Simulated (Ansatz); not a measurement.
Relaxation of H₆Si₂ (8 atoms, charge 0, multiplicity 1), to a largest force component of 0.03 eV/Å in at most 50 steps.

Level of theory: RKS B3LYP/def2-SVP in Ansatz.

```xyz
8
Properties=species:S:1:pos:R:3
Si -0.963 -0.314 0.435
H 1.538 -0.059 1.289
H 1.660 0.081 0.592
Si -1.110 1.794 -0.708
H -2.500 1.716 -1.294
H -1.089 2.969 0.215
H -0.155 2.053 -1.838
H -0.358 -0.990 -0.795
```

Q: Where does it end, and by what steps?

A: The forces met the threshold. After 7 steps the energy has fallen by 0.287 eV; H3 moved furthest, 0.65 Å.

| step | energy less start (eV) | largest force component (eV/Å) | accepted |
| --- | --- | --- | --- |
| 0 | 0.0000 | 1.708 | yes |
| 1 | -0.0988 | 0.252 | yes |
| 2 | -0.1878 | 0.292 | yes |
| 3 | -0.2352 | 0.577 | yes |
| 4 | -0.2582 | 0.433 | yes |
| 5 | -0.2829 | 0.176 | yes |
| 6 | -0.2860 | 0.051 | yes |
| 7 | -0.2867 | 0.021 | yes |

```xyz
8
Properties=species:S:1:pos:R:3
Si -0.615 -0.292 0.546
H 1.034 -0.023 1.067
H 1.120 0.299 0.298
Si -0.971 1.757 -0.652
H -2.358 1.618 -1.197
H -0.966 2.926 0.281
H -0.071 2.082 -1.802
H -0.150 -1.117 -0.644
```

Time of the run: 16 s on 1 thread of Arm Neoverse V1, with other jobs on the host, peak memory 0.12 GiB.
